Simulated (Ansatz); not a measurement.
# Relaxing AlNi3

Theory: Ansatz 0.2.0, DFT r2SCAN, scalar-relativistic, plane waves, PAW.

The start is a database structure of AlNi3, space group P6_3/mmc (No. 194).

Input of the last, converged step (default PAW datasets):

```yaml
crystal:
  lattice:
    - [5.0091156652, 0.0, 0.0]
    - [-2.5045578326, 4.3380214166, 0.0]
    - [0.0, 0.0, 4.04025638]
  atoms:
    - { symbol: Al, position: [0.66666667, 0.33333333, 0.25] }
    - { symbol: Al, position: [0.33333333, 0.66666667, 0.75] }
    - { symbol: Ni, position: [0.32852, 0.16426, 0.75], spin: 0.42 }
    - { symbol: Ni, position: [0.83574, 0.16426, 0.75], spin: 0.42 }
    - { symbol: Ni, position: [0.83574, 0.67148, 0.75], spin: 0.42 }
    - { symbol: Ni, position: [0.67148, 0.83574, 0.25], spin: 0.42 }
    - { symbol: Ni, position: [0.16426, 0.83574, 0.25], spin: 0.42 }
    - { symbol: Ni, position: [0.16426, 0.32852, 0.25], spin: 0.42 }
basis:
  ecutwfc: 500
kpoints:
  mp_grid: { grid: [12, 12, 10] }
hamiltonian:
  xc: r2scan
scf:
  occupations: { method: gaussian, width: 0.1 }
output:
  forces: true
  stress: true
  eigenvalues: true
  populations: true
magnetization:
  spin_polarized: true
relax:
  adjacent_minimum: "off"
  f_tol: 0.01
  max_steps: 80
  cell: { stress_tol: 0.05 }
```

Launched as:

```bash
ansatz run input.yaml --threads 1 --pin off --max-ram 3072MiB --backend cpu --events-out ev --progress --plain --runs-dir out
```

It took 19 min on 1 thread of Intel(R) Xeon(R) Platinum 8259CL CPU @ 2.50GHz (Skylake/Cascade Lake) (shared host), peak memory 1.5 GiB.

The program printed at the end:

```
--- Stress (GPa, compression-positive) ---
       -0.001550       0.000000       0.000000
        0.000000      -0.001550       0.000000
        0.000000       0.000000      -0.002831
  P = ⅓ Tr σ = -0.0020 GPa (-0.020 kbar)
  k-point 0 ↑: bands = ["-90.7516", "-90.7291", "-90.7291", "-90.7264", "-90.7167", "-90.7167", "-49.7545", "-49.7353", "-49.6992", "-49.6969", "-49.6969", "-49.6893", "-49.6893", "-49.6771", "-49.6771", "-49.6395", "-49.6176", "-49.6176", "-49.5918", "-49.5830", "-49.5713", "-49.5713", "-49.5692", "-49.5692", "5.5654", "10.4059", "11.8373", "11.8373", "11.9712", "11.9876", "12.0518", "12.3531", "12.3531", "12.7002", "12.7002", "12.8099", "12.8099", "13.7459", "13.7560", "13.7699", "13.9798", "13.9798", "14.1488", "14.1488", "14.5898", "14.8676", "14.8676", "14.9251", "14.9251", "15.1063", "15.1063", "15.2204", "15.2204", "15.7974", "15.8134", "15.8274", "15.9350", "16.6989", "16.6989", "17.2111", "18.1311", "18.1311", "20.3524", "23.0258", "24.2550", "24.2550", "24.3253", "24.3253", "25.4968", "25.4968"]
  k-point 1 ↑: bands = ["-90.7510", "-90.7288", "-90.7288", "-90.7270", "-90.7170", "-90.7170", "-49.7525", "-49.7351", "-49.7083", "-49.7083", "-49.6982", "-49.6813", "-49.6813", "-49.6755", "-49.6755", "-49.6381", "-49.6156", "-49.6156", "-49.5951", "-49.5843", "-49.5714", "-49.5714", "-49.5692", "-49.5692", "5.6650", "10.3388", "11.8619", "11.8619", "11.8644", "11.9931", "12.0797", "12.3403", "12.3403", "12.6994", "12.6994", "12.8541", "12.8541", "13.4157", "13.7974", "14.1105", "14.1105", "14.1388", "14.1388", "14.1898", "14.3105", "14.8513", "14.8513", "14.8659", "14.8659", "15.1558", "15.1558", "15.2184", "15.2184", "15.7345", "15.7906", "15.8174", "15.9322", "16.6221", "16.6221", "17.2473", "18.0754", "18.0754", "20.8916", "22.7193", "23.4659", "23.4659", "23.7152", "23.7152", "25.0661", "26.4664"]
  k-point 2 ↑: bands = ["-90.7492", "-90.7288", "-90.7279", "-90.7279", "-90.7179", "-90.7179", "-49.7473", "-49.7347", "-49.7191", "-49.7191", "-49.6944", "-49.6915", "-49.6915", "-49.6578", "-49.6578", "-49.6341", "-49.6119", "-49.6119", "-49.6046", "-49.5884", "-49.5717", "-49.5717", "-49.5694", "-49.5694", "5.9611", "10.1013", "11.5434", "11.8277", "11.9210", "11.9210", "12.2903", "12.2903", "12.3543", "12.7442", "12.7442", "12.9831", "12.9831", "13.2120", "13.8501", "13.9193", "14.1225", "14.1225", "14.4463", "14.4463", "14.5862", "14.7747", "14.7747", "14.8042", "14.8042", "15.2192", "15.2192", "15.2305", "15.2305", "15.5594", "15.7380", "15.8264", "15.9239", "16.3914", "16.3914", "17.2555", "17.8910", "17.8910", "22.1177", "22.2303", "22.4167", "22.4167", "22.7692", "22.7692", "23.9343", "27.8122"]
  k-point 113 ↓: bands = ["-90.1828", "-90.1828", "-90.1800", "-90.1800", "-90.1731", "-90.1731", "-49.1885", "-49.1885", "-49.1772", "-49.1772", "-49.1530", "-49.1530", "-49.1198", "-49.1198", "-49.0909", "-49.0909", "-49.0745", "-49.0745", "-49.0743", "-49.0743", "-49.0596", "-49.0596", "-49.0382", "-49.0382", "9.5843", "9.5843", "10.1476", "10.1476", "10.9702", "10.9702", "12.7325", "12.7325", "13.3293", "13.3293", "13.4792", "13.4792", "13.7044", "13.7044", "13.8203", "13.8203", "14.3499", "14.3499", "14.5336", "14.5336", "14.5544", "14.5544", "14.9802", "14.9802", "15.2952", "15.2952", "15.5241", "15.5241", "15.5848", "15.5848", "15.8250", "15.8250", "16.3618", "16.3618", "16.5193", "16.5193", "19.9735", "19.9735", "21.4802", "21.4802", "23.3592", "23.3592", "27.2285", "27.2285", "27.8296", "27.8296"]
--- Relaxed structure (3 steps of the walk, 3 accepted, 1 SCFs on fresh bases) ---
  F+E_penalty+E_count = -36155.81730193 eV   max|allowed force component| = 2.685e-4 eV/Å   (the final SCF, on the basis selected at the relaxed cell)
  cell:  # Å, volume = 87.8382 Å³
    - [5.010076, 0.000000, 0.000000]
    - [-2.505038, 4.338853, 0.000000]
    - [0.000000, 0.000000, 4.040772]
  atoms:
    - { symbol: Al, position: [0.666667, 0.333333, 0.250000] }
    - { symbol: Al, position: [0.333333, 0.666667, 0.750000] }
    - { symbol: Ni, position: [0.328671, 0.164335, 0.750000] }
    - { symbol: Ni, position: [0.835665, 0.164335, 0.750000] }
    - { symbol: Ni, position: [0.835665, 0.671329, 0.750000] }
    - { symbol: Ni, position: [0.671329, 0.835665, 0.250000] }
    - { symbol: Ni, position: [0.164335, 0.835665, 0.250000] }
    - { symbol: Ni, position: [0.164335, 0.328671, 0.250000] }
--- Löwdin populations: 8 sites ---
  site symbol q [e]    m [muB]
     0     Al      3.6487    -0.0729
     1     Al      3.6487    -0.0729
     2     Ni     17.6072     0.3191
     3     Ni     17.6072     0.3191
     4     Ni     17.6072     0.3191
     5     Ni     17.6072     0.3191
     6     Ni     17.6072     0.3191
     7     Ni     17.6072     0.3191
  spilling = 0.009294 (of n_electrons = 114.000000)
```

Total energies depend on the potentials used, so only differences within one code and one set of settings carry meaning.

The result has space group P6_3/mmc (No. 194). Al has 12 Ni at 2.50–2.51 Å; Ni is coordinated by 8 Ni at 2.47–2.54 Å and 4 Al at 2.50–2.51 Å.

Against the elements it lies at -0.40 eV/atom. Energies over the elements count from the elements' standard structures at the same level, with no empirical corrections.

For metals, differences of a few meV/atom aren't resolved. The magnetic state reached may not be the lowest.

Symmetry constrained the relaxation, so the result can be a saddle point.